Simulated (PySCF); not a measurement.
C4H7P.
Structure used (GFN2-xTB), in Å, numbered top down from 1:
```xyz
12
C4H7P angstrom
C      1.8376   -0.7134   -0.0704
C      0.7695    0.2726   -0.2764
C      0.3165    1.4737   -0.0190
P     -0.8312    0.5754   -1.1369
C     -2.0430   -0.1624    0.0909
H      2.2876   -0.9759   -1.0276
H      1.4269   -1.6246    0.3652
H      2.6067   -0.3150    0.5912
H      0.5104    2.3916    0.4890
H     -2.3800   -1.1314   -0.2746
H     -2.9131    0.4879    0.1710
H     -1.5867   -0.2792    1.0718
```

NICS = −σ at a ghost point: NICS(0) at the centroid of the ring atoms, NICS(1) 1 Å to either side along the normal of their mean plane, zz for the tensor component along that normal. Level: GIAO PBE0/pcSseg-1 (PySCF, non-relativistic, gas phase) on the GFN2-xTB geometry, one conformer.

Ring bond lengths (Å), with Mayer bond orders in brackets: C2–C3 1.309 (1.70), C3–P4 1.837 (0.92), P4–C2 1.842 (0.88).

What do the NICS probes read (ppm)?

```json
{"ring": "C2–C3–P4", "type": "3-membered ring with P; formal bonds 1 double, 2 single", "NICS(0)": "-25.7", "NICS(1), two faces": "-5.2 / -9.9", "NICS(1)zz, two faces": "-13.6 / -20.6", "rms pucker (Å)": "0.00", "centre to ring atoms, mean (Å)": "0.96"}
```

What can be read from them?

- C2–C3–P4: mean NICS(1)zz -17.1 ppm, shielded. A hydrogen on C5, outside the ring, lies 1.56 Å from a NICS(1) probe. The two faces differ by 7.0 ppm, so no symmetry operation interchanges them. NICS(0) lies 18 ppm below the mean NICS(1).

How equal are the bonds by HOMA? HOMA = 1 − mean of α(R − Ropt)² over the ring bonds, with Krygowski's 1993 parameters (CC: Ropt 1.388 Å, α 257.7 Å⁻²; CP: Ropt 1.698 Å, α 118.91 Å⁻²).

- C2–C3–P4: HOMA -1.12; the largest term is that of P4–C2, α(R − Ropt)² = 2.48.

What is the mean of the two in-plane components of NICS at the first NICS(1) probe listed for ring C2–C3–P4, 1 Å off the ring?

The isotropic value is a third of the trace: (3 × -5.2 − (-13.6))/2 = -1.0 ppm.

How shielded are the nuclei of the rings and their hydrogens (means over atoms taken as equivalent)?

| atoms | environment | σ isotropic (ppm) | principal values of the symmetric part, first atom (ppm) |
| --- | --- | --- | --- |
| C2 | fully substituted alkene carbon | 38.0 | -108.1, 46.5, 175.6 |
| C3 | alkene CH carbon | 62.2 | -77.7, 86.0, 178.4 |
| P4 | phosphine phosphorus | 533.5 | 265.9, 313.0, 1021.6 |
| H9 | vinylic hydrogen | 23.97 | 20.4, 24.8, 26.7 |
